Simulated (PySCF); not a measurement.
Estimate the missing entries of this data sheet.

Species: C₅H₁₀O.
Cartesian coordinates in Å at the PBE0-D3(BJ)/def2-SVP level; atoms count from 1:
```
atom  x, y, z in Å
C1     3.189   -0.471   -0.403
C2     1.704   -0.423   -0.244
C3     0.931    0.440   -0.920
O4    -0.404    0.583   -0.869
C5    -1.127   -0.263   -0.009
C6    -2.592    0.077   -0.124
H7     3.530   -1.460   -0.753
H8     3.708   -0.279    0.552
H9     3.542    0.278   -1.128
H10    1.252   -1.130    0.458
H11    1.365    1.156   -1.626
H12   -0.769   -0.133    1.031
H13   -0.941   -1.320   -0.283
H14   -3.189   -0.568    0.537
H15   -2.942   -0.065   -1.157
H16   -2.770    1.125    0.157
```

```tsv
property	level	value
point group	PBE0-D3(BJ)/def2-SVP	?
rotational constants A, B, C	PBE0-D3(BJ)/def2-SVP	14.172, 1.489, 1.383 GHz
dipole moment	wB97X-D/def2-SVPD	1.03 D
HOMO energy	wB97X-D/def2-SVPD	?
LUMO energy	wB97X-D/def2-SVPD	2.46 eV
lowest singlet excitation	TDDFT wB97X-D/def2-SVPD	?
strongest line among the 6 lowest singlet transitions	TDDFT wB97X-D/def2-SVPD	S3 at 6.96 eV (178 nm, f = 0.369)
static isotropic polarisability	wB97X-D/def2-SVPD	?
electronic spatial extent ⟨r²⟩ about the centre of nuclear charge	wB97X-D/def2-SVPD	896 bohr²
```

Electronic properties: PySCF, gas phase, density fitting.

The static isotropic polarisability?

69.1 au.

The point group?

Cs.

The HOMO energy?

-8.15 eV.

What is the lowest singlet excitation?

6.52 eV (190 nm, f = 0.028).

The largest Löwdin shares of the HOMO are 0.33 on C2, 0.24 on O4, 0.22 on C3 and 0.08 on C1. With B = h/(8π²I), that is 505.379 GHz u Å² over I, the principal moments of inertia are 35.7, 339.3 and 365.5 u Å² (most abundant isotopes). In atomic units the dipole is 0.40 e·bohr (1 au = 2.5417 D). The rotational constants make it an asymmetric top with κ = (2B − A − C)/(A − C) = -0.98, nearer the prolate limit (−1). A dipole of 1.03 D is allowed in Cs, and pure rotational transitions are dipole-allowed.

For the geometry optimisation (PBE0-D3(BJ)/def2-SVP), time: 35 s. Hardware: x86-64 server, one thread, no GPU, on a shared host.

One conformer stands for the species.
